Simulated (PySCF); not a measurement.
**Multinuclear NMR of CH6NP**

Bonds (- single, = double, # triple, : aromatic): C1-N2 1.441 Å, N2=P3 1.545 Å. C1 carries H4, H5, H6; P3 carries H7, H8, H9.

Averaged over atoms made equivalent by symmetry, fast rotation or ring inversion, one conformer, no relativistic terms, no solvent model. Coordinates at the PBE0-D3(BJ)/def2-TZVP level; shielding tensors at B97-2/pcSseg-2 (GIAO); PySCF 2.14.

Problem. Where does $^{31}$P resonate?

Solution. 
| atoms | environment | σ (ppm) | δ (ppm) |
| --- | --- | --- | --- |
| P3 | phosphorus bonded to N, 3 H | 408.4 | -86.5 |

Shieldings were converted by a linear fit to measured shifts: $^{31}$P (scatter 13.4 ppm rms, 16.3 ppm with the 1 outlier that the fit left out vs H3PO4, solution or neat liquid). A few per cent of atoms miss by over 2 rms, more outside the fitted compound classes.

On a 400 MHz spectrometer $^{31}$P resonates near 161.9 MHz, so 1 ppm is 161.9 Hz.

Problem. Where does $^{15}$N resonate?

Solution. 
| atoms | environment | σ (ppm) | δ (ppm) |
| --- | --- | --- | --- |
| N2 | nitrogen bonded to C, P | 251.8 | -381.4 |

Shieldings were converted by a linear fit to measured shifts: $^{15}$N: δ = -149.73 − 0.920σ (rms 6.4 ppm, 44 shifts vs CH3NO2, solution or neat liquid). Occasional misses reach two or three times the rms, and more in compound classes unlike the fitted ones.

On a 600 MHz spectrometer $^{15}$N resonates near 60.8 MHz, so 1 ppm is 60.8 Hz.
